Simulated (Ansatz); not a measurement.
## HGe–GeH⁺, doublet in cc-pVTZ: errors against UCCSDT(Q)

Geometry: that of the HGe–GeH, triplet, kept fixed.

```xyz
4

Ge    0.0000   -0.0625    1.2017
Ge    0.0000    0.0625   -1.2017
H     0.0000    1.4524    1.6545
H     0.0000   -1.4524   -1.6545
```

Basis cc-pVTZ; Ansatz 0.2.0. Correlated methods freeze the noble-gas cores and the filled d shells of p-block atoms, which leaves 9 electrons in 86 orbitals. Prefix R: restricted or restricted open-shell reference; prefix U: unrestricted. Active spaces: valence = (9e, 10o) chosen from the atoms' valence shells. No spin–orbit coupling is included, and no scalar relativity.

Full CI isn't at hand for all of this; UCCSDT(Q) serves as the reference, and is uncertain by about the last step of the cluster series. The frozen core follows each run's orbitals, which can shift R against U totals by a few meV for light atoms and by up to 0.1 eV past Ca.

Coupled cluster chose its determinant by trial CCSD, here up to 0.35 eV above the lowest Hartree–Fock solution of its kind, and MP2 stands on that determinant too.

* UHF ⟨S²⟩: 0.942
* ⟨S²⟩ of the determinant under UCCSD: 0.762
* T1 diagnostic (RCCSD): 0.0348
* largest doubles amplitude (RCCSD): 0.164
* T1 diagnostic (UCCSD): 0.0346

Problem. From what is known of these methods and the diagnostics, rank them by the size of their error in total energy against UCCSDT(Q) in cc-pVTZ, smallest first (an estimate: the text doesn't fix the numbers).
A. UCCSD
B. UCCSDT
C. UMP2
D. UCCSD(T)

Solution. B (2.7 kJ/mol), D (7.8 kJ/mol), A (37.5 kJ/mol), C (128.1 kJ/mol).

All errors are against UCCSDT(Q) in cc-pVTZ. Within each family the higher level lies nearer, as is usual though not guaranteed.

Natural occupations of CASSCF (valence space) about the gap: 1.981 1.968 1.952 1.833 0.968 0.157 0.056 0.036 0.027 0.021; effectively unpaired electrons, Σ n²(2−n)², 1.21.
